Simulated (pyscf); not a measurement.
A first-order saddle from PySCF, ωB97X-D3(BJ)/def2-SVP:

```xyz
12

O     -0.0928    -0.2385     0.9663
As    -1.1765    -1.4499     0.0643
O     -0.0475    -1.8595    -1.2095
O     -2.0233    -0.2321    -0.9134
H      0.8028     0.3667     0.7021
H      0.0431    -1.1280    -1.8406
H     -2.6952     0.2474    -0.4070
Si    -0.6117     1.4517     1.4845
H      1.0614     1.4973     0.9150
H     -2.0103     0.8971     1.7722
H     -0.9434     2.4983     0.4741
H     -0.2086     1.9526     2.8261
```
Charge 0, spin multiplicity 1.

Surface: singlet, charge 0. Lowest wavenumbers (cm⁻¹): 1276i, 53, 101, 159, 229.

Name the species on either side of this saddle.

HO–As(OH)–OH (SMILES O[As](O)O) + SiH₄ (SMILES [SiH4]) ⇌ HO–As(OH)–O–SiH₃ (SMILES O[As](O)O[SiH3]) + H₂ (SMILES [H][H]), a four-centre exchange read from left to right: H–O, H–Si broken and O–Si, H–H formed. At ωB97M-D3(BJ)/def2-TZVP it lies +35.0 kcal/mol from the left side and +52.3 kcal/mol from the right (each side as separated species at their lowest minima found). This is the saddle that the search found; another between the same sides may lie lower. Elements up to Kr have no core potential and no relativistic terms here.
